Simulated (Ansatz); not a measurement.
Reaction (isomerisation): `FC1CCCO1` → `C/C=C(\F)OC`

Program: Ansatz. Geometries: PBE0-D4/def2-TZVP. ΔE: electronic, gas phase. CCSD(T)/CBS is the MP2 limit (def2-TZVPP, def2-QZVPP) plus CCSD(T) − MP2 in def2-TZVPP, frozen cores. DFT in def2-TZVPP. B3LYP here is the variant with VWN-RPA as its local correlation; programs differ in this. Each species was taken in one conformer, which may not be the lowest.

CCSD(T)/CBS gives +95.9 kJ/mol.

(1) Another level gave +95.9 kJ/mol. Which?
A. B3LYP-D4/def2-TZVPP
B. MP2/def2-TZVPP
C. SCS-MP2/def2-TZVPP
D. PBE-D4/def2-TZVPP

Largest T1 diagnostic among the species: 0.011.

Answers

(1) C. SCS-MP2/def2-TZVPP 95.9, PBE-D4 84.1, MP2/def2-TZVPP 101.5, B3LYP-D4 75.9 kJ/mol.

In def2-TZVPP, CCSD(T) changes the Hartree–Fock value by +11.8 kJ/mol (the triples alone add −1.4 kJ/mol) and MP2 by +17.9 kJ/mol. From PBE to PBE0 (25 % exact exchange), in def2-TZVPP and without D4, ΔE moves by +14.0 kJ/mol. The D4 term adds +5.2 kJ/mol with B3LYP and +2.4 kJ/mol with PBE0; it sums over pairs of atoms, weighted by their polarisabilities, and B3LYP, whose exchange is more repulsive, gets the larger term.
